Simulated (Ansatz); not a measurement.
For zinc-blende CdSe, r²SCANh (Ansatz, a program for electronic structure, PAW) gives:

lattice parameter a: 6.123 Å
bulk modulus B0: 52.9 GPa
cohesive energy: 2.55 eV/atom
band gap: 1.56 eV

Task: What does Hartree–Fock in Ansatz (plane waves, PAW) give for the same quantities?

Result: 
- lattice constant a: 6.300 Å (goes up by 2.9 %)
- bulk modulus: 47.3 GPa (shrinks by 11 %)
- cohesive energy: 1.61 eV/atom (falls by 0.94 eV/atom)
- band gap: 7.19 eV (rises by 5.63 eV)

For comparison: lattice constant a 6.077 Å (measured, room temperature, no zero-point or thermal correction, our sources range from 6.052 to 6.084; as tabulated in arXiv:1206.3780); cohesive energy 2.46 eV/atom (measured, temperature not stated, no zero-point or thermal correction; as tabulated in Verma et al. (2010), arXiv:1001.1248); band gap 1.77 eV (measured, low temperature, zero-point motion not removed, our sources range from 1.75 to 1.90; as tabulated in arXiv:1206.3780).

Changes are worked out from the printed values.

Unless a cell is named, each level is at its own relaxed cell (r²SCANh 28.70, Hartree–Fock 31.26 Å³/atom).

Spin–orbit coupling is included only where a level's name says +SOC; with heavier elements it mostly lowers gaps and can invert bands. Density-functional gaps are differences of (generalised) Kohn–Sham levels.

Caveats: the cell is over a tenth larger than the published one: the level's own overestimate first of all, though another phase or state, or a fault of the published cell, is possible (Hartree–Fock). Ansatz's density-functional and Hartree–Fock values are scalar-relativistic unless marked +SOC, with PAW data made under PBE.
